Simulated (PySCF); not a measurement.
Estimate the missing entries of this data sheet.

Species: C5H5N.
InChI=1S/C5H5N/c1-2-3-5-4-6-5/h4H2,1H3

| property | level | value |
| --- | --- | --- |
| rotational constants A, B, C of the GFN2-xTB geometry | GFN2-xTB | 22.867, 1.566, 1.494 GHz |
| dipole moment | PBE0/pcSseg-1 | ? |
| HOMO energy | PBE0/pcSseg-1 | -7.23 eV |
| LUMO energy | PBE0/pcSseg-1 | -1.46 eV |
| 13C chemical shifts (computed TMS as zero) by class | GIAO PBE0/pcSseg-1 | ? |
| 1H chemical shifts (computed TMS as zero) by class | GIAO PBE0/pcSseg-1 | 2.65 (3 H), 1.42 (2 H) ppm |
| isotropic shieldings of nuclei other than C and H, by class | GIAO PBE0/pcSseg-1 | ? |
| largest of the computed one-bond spin–spin couplings (means over like bonds) | B3LYP/pcJ-1, spin–dipole term left out for some pairs | ? |

Electronic properties: PySCF, gas phase, density fitting. NMR classes are plain means over equivalent atoms (diastereotopic ones count apart unless rotation or inversion swaps them), as if these changed places fast; in this geometry the members of some classes differ.

Question: What are the 13C chemical shifts (computed TMS as zero) by class?

Answer: 167.7 (1 C), 138.6 (1 C), 72.1 (1 C), 25.0 (1 C), 7.5 (1 C) ppm.

Question: The dipole moment?

Answer: 3.81 D.

Question: What are the isotropic shieldings of nuclei other than C and H, by class?

Answer: -89 (1 N) ppm.

Question: What are the largest of the computed one-bond spin–spin couplings (means over like bonds)?

Answer: 13C–13C +207.8, 13C–1H +185.0 (×2), 13C–13C +159.6, 13C–1H +138.6 (×3), 13C–13C +73.6, 13C–13C +27.6, 15N–13C +13.9, 15N–13C +6.7 Hz.

The dipole equals about 12.7 × 10⁻³⁰ C·m (1 D = 3.33564 × 10⁻³⁰ C·m). With B = h/(8π²I), that is 505.379 GHz u Å² over I, the principal moments of inertia are 22.1, 322.8 and 338.3 u Å² (most abundant isotopes); the inertial defect Ic − Ia − Ib is -6.6 u Å² (zero for a rigid planar frame, negative otherwise). The rotational constants make it an asymmetric top with κ = (2B − A − C)/(A − C) = -0.99, nearer the prolate limit (−1).
